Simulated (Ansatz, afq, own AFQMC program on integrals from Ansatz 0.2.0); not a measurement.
## CH$_{4}$N, doublet in 6-31G, levels against CCSDT(Q)

```xyz
6

N    -0.0720    0.0000    0.5126
C     0.0658    0.0000   -0.5797
H     0.2380   -0.8326    0.9886
H     0.2380    0.8326    0.9886
H    -0.1293   -0.9302   -1.0962
H    -0.1293    0.9302   -1.0962
```

Connectivity, by distances: NH2–CH2.

Basis 6-31G. Only valence electrons are correlated. Integrals, coupled cluster, full CI and functionals: Ansatz 0.2.0; the random walks run on the same integrals in our own AFQMC program. The CISD trial takes its coefficients from CCSD amplitudes. Released means that phaseless walkers are propagated on without the constraint, phases kept. Error bars are statistical, one sigma.

Determinant: UHF, the one that the program's search chose, which needn't be the lowest solution. The geometry is a point of a scan.

No full CI on the walks' own integrals is used here; CCSDT(Q) serves as the reference and is uncertain by about the last step of the cluster series.

* T1 diagnostic: 0.0104
* weight of the determinant in the CISD state: 0.923
* ⟨S²⟩ of the determinant: 0.758
* size of the correlated space: 13 electrons in 24 orbitals

```csv
level,correlation energy (eV)
MP2,-4.8056
CCSD,-5.4314
CCSD(T),-5.5157
```

Task: Estimate where phaseless AFQMC with a CISD trial lies against CCSD(T) on the same integrals.

Result: 0.21 ± 0.28 mEh below CCSD(T). The gap is under twice the noise, so this walk alone can't tell the two apart.

Reference: CCSDT(Q), correlation energy -5.534 eV. The released energy is read at 1.50 1/Eh (meV from the phaseless value at times in 1/Eh: 0 ± 9 at 0.24, -15 ± 9 at 0.50, -19 ± 10 at 1.00, -19 ± 9 at 1.50).

```tsv
level	E − E(reference) (mEh)	share of correlation (%)
CCSD(T)	0.65	99.68
CCSDT	0.33	99.84
ph-AFQMC/CISD	0.44 ± 0.28	99.78
released AFQMC	-0.26 ± 0.35	100.13
```

A walk keeps the symmetry of its determinant, which the program's search chose and which needn't be the lowest solution, so a lower state of the same spin and another symmetry isn't excluded. Released energies are given only where the last usable release times agree within the noise; a slower fall can still hide under it.
